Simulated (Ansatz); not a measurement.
in.yaml

```yaml
crystal:
  periodic: [false, false, false]
  atoms:
    - {symbol: Si, position_ang: [0.000000, 0.000000, 0.013067]}
    - {symbol: Mg, position_ang: [0.000000, 0.000000, -2.466133]}
    - {symbol: H, position_ang: [0.000000, 0.000000, 2.453067]}
basis:
  gaussian: {orbitals: "6-31G*"}
magnetization: {spin_polarized: false, initial_magnetization: 3}
hamiltonian: {xc: {name: r2SCAN}}
correlation: {method: ccsdt_q, electrons: outside_noble_gas}
scf: {lower_state_search: full}
output: {forces: true}
```

```sh
$ ansatz run in.yaml --threads 1 --pin off --events-out ev --progress --plain --max-ram 2393MiB
```

Log:

```
609 factors; integrals over basis functions are off by at most 2.2e-7 eV
mean field evaluation 1: about -13328.1778 eV, gradient 1.3e1 eV
mean field evaluation 2: about -13328.1771 eV, gradient 1.4e1 eV
mean field evaluation 4: about -13330.7009 eV, gradient 5.2e0 eV
mean field evaluation 8: about -13331.0091 eV, gradient 2.8e-1 eV
mean field evaluation 16: about -13331.0104 eV, gradient 6.6e-4 eV
mean field evaluation 32: about -13329.4840 eV, gradient 2.2e-6 eV
mean field evaluation 64: about -13331.0096 eV, gradient 1.8e-1 eV
mean field evaluation 96: about -13326.0899 eV, gradient 4.6e0 eV
mean field evaluation 128: about -13331.0104 eV, gradient 1.0e-2 eV
mean field evaluation 160: about -13330.9831 eV, gradient 1.3e0 eV
...
mean field -13331.01038337 eV, -489.9055955056 hartree, gradient 2.1e-6 eV, S^2 3.750000; 12 other end points of the search recorded, 0 dependent functions left out
...
10 core orbitals not correlated: weight in the atoms' cores, before any rotation towards them, 1.000 or more for the frozen orbitals, at most 0.000 for the correlated occupied ones
reference -13303.80095560 eV, -488.9056674780 hartree; 5, 2 occupied and 25, 28 virtual orbitals, 609 factors
second order -2.70688286 eV of doubles, -0.28299261 eV of singles
...
cycle  18  -4.02878612 eV  change    3.3e-5 eV  update   3.5e-5
cycle  19  -4.02878233 eV  change    3.8e-6 eV  update   2.4e-5
cycle  20  -4.02880122 eV  change   -1.9e-5 eV  update   1.6e-5
cycle  21  -4.02881210 eV  change   -1.1e-5 eV  update   9.9e-6
cycle  22  -4.02881362 eV  change   -1.5e-6 eV  update   6.0e-6
cycle  23  -4.02881603 eV  change   -2.4e-6 eV  update   4.3e-6
cycle  24  -4.02881642 eV  change   -3.9e-7 eV  update   2.6e-6
cycle  25  -4.02881686 eV  change   -4.4e-7 eV  update   1.2e-6
cycle  26  -4.02881727 eV  change   -4.1e-7 eV  update   6.8e-7
cycle  27  -4.02881738 eV  change   -1.1e-7 eV  update   4.2e-7
perturbative correction -0.01852226 eV, -0.0006806805 hartree
the calculation of the forces begins
Total energy: -13307.84829524 eV, -489.0544044664 hartree
Atom 0 at     0.000000     0.000000     0.013067 Å, force     0.000000     0.000000     1.537815 eV/Å
Atom 1 at     0.000000     0.000000    -2.466133 Å, force     0.000000     0.000000    -0.305588 eV/Å
Atom 2 at     0.000000     0.000000     2.453067 Å, force     0.000000    -0.000000    -1.232227 eV/Å
Dipole moment:     0.000000    -0.000000    -0.672055 e Å
```

Forces (eV/Å):
```
Si   0.000  0.000  1.538
Mg   0.000  0.000 -0.306
H    0.000  0.000 -1.232
```

Ran on 1 thread of Intel Xeon, shared host: 50 s wall, 0.46 GiB peak host memory.
